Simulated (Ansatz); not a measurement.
`CCSP` + `N=CF` → `F/C=N/P` + `CCS`  (ligand exchange at a P–S bond)

Computed with Ansatz on PBE0-D4/def2-TZVP structures; ΔE is electronic, products minus reactants. CCSD(T)/CBS adds triple-zeta CCSD(T) − MP2 to the extrapolated MP2 energy (def2 sets, frozen cores). This one scheme is used for every species. Functionals use def2-TZVPP. Each species was taken in one conformer, which may not be the lowest.

CCSD(T)/CBS gives +9.2 kcal/mol.

Another level gave +7.8 kcal/mol. Which?
A. BLYP-D4/def2-TZVPP
B. PBE-D4/def2-TZVPP
C. HF/def2-TZVPP
D. SCS-MP2/def2-TZVPP

D. SCS-MP2/def2-TZVPP 7.8, PBE-D4 10.1, BLYP-D4 8.8, HF/def2-TZVPP 6.3 kcal/mol.

Largest T1 diagnostic among the species: 0.014.

Leaving LDA and LC-ωPBE aside and taking each functional with its dispersion term where it has one, the values, not all of them listed here, spread over 2.7 kcal/mol, from CAM-B3LYP-D4 to revPBE-D4. In def2-TZVPP, CCSD(T) changes the Hartree–Fock value by +1.8 kcal/mol (the triples alone add +0.3 kcal/mol) and MP2 by +2.3 kcal/mol.

CCSD(T)/CBS has its own doubt, a few kJ/mol and more with outer-core shells, so smaller differences from it don't rank the levels.
